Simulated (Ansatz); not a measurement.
**Scan of H2Si–B, quartet**

Starting geometry (PBE0/def2-TZVP stationary point for this spin, not checked as a minimum):

| atom | x (Å) | y (Å) | z (Å) |
| --- | --- | --- | --- |
| Si | 0.0000 | 0.0000 | 0.4518 |
| B | 0.0000 | 0.0000 | -1.4188 |
| H | 0.0000 | 1.2127 | 1.3144 |
| H | 0.0000 | -1.2127 | 1.3144 |

From there B2 moves along the line of the two atoms named below, all else staying in place; atoms are numbered as listed. Energies are in kcal/mol, counted from the starting geometry at the same level. Kohn–Sham curves are unrestricted where that lies lower.

Basis 6-31G; Ansatz 0.2.0. Correlated methods freeze the noble-gas cores.

The reference follows the lowest state, whose symmetry changes from A2 to B1 between 4.189 and 4.961.

In so small a basis the reference is far from its limit while semilocal and hybrid functionals are nearer theirs (RPA and double hybrids share much of the reference's basis error), so the functionals' errors here hold much of the reference's basis and frozen-core error, which can add to them or hide them.

Full CI is exact within this basis and frozen core; it isn't the basis-set limit.

| distance Si1-B2 (Å) | full CI | PBE | r2SCAN | PBE0 | B3LYP | wB97X-V | wB97M-V | B2PLYP | RPA-PBE |
| --- | --- | --- | --- | --- | --- | --- | --- | --- | --- |
| 1.512 | 67.9 | 62.8 | 62.8 | 61.9 | 61.5 | 62.4 | 60.1 | 63.0 | 68.8 |
| 1.693 | 16.3 | 14.2 | 14.0 | 13.6 | 13.7 | 13.8 | 12.8 | 14.2 | 16.8 |
| 1.871 | 0.0 | 0.0 | 0.0 | 0.0 | 0.0 | 0.0 | 0.0 | 0.0 | 0.0 |
| 2.066 | 1.1 | 2.8 | 3.3 | 3.6 | 3.0 | 3.3 | 4.3 | 2.9 | 0.5 |
| 2.231 | 8.7 | 11.7 | 12.6 | 13.2 | 11.8 | 12.4 | 14.1 | 11.7 | 7.5 |
| 2.633 | 29.9 | 36.8 | 38.5 | 38.7 | 34.8 | 35.8 | 38.4 | 35.1 | 27.7 |
| 2.933 | 38.8 | 49.9 | 51.7 | 50.7 | 45.4 | 45.7 | 47.9 | 44.8 | 35.6 |
| 3.465 | 43.2 | 60.1 | 61.7 | 59.0 | 52.7 | 51.7 | 53.9 | 50.4 | 37.2 |
| 4.189 | 44.1 | 63.6 | 65.0 | 61.4 | 54.9 | 53.6 | 55.8 | 51.9 | 35.5 |
| 4.961 | 44.2 | 64.1 | 65.6 | 61.8 | 55.2 | 53.9 | 56.0 | 52.1 | 34.9 |
| 6.507 | 44.4 | 64.5 | 65.8 | 62.1 | 55.3 | 54.2 | 56.4 | 52.3 | 34.9 |

B2PLYP at 6.507 Å lies 7.8 kcal/mol (18 %) above the reference in this basis. PBE0 at 6.507 Å lies 17.6 kcal/mol (40 %) above the reference in this basis. B3LYP at 6.507 Å lies 10.9 kcal/mol (25 %) above the reference in this basis. PBE at 6.507 Å lies 20.1 kcal/mol (45 %) above the reference in this basis.
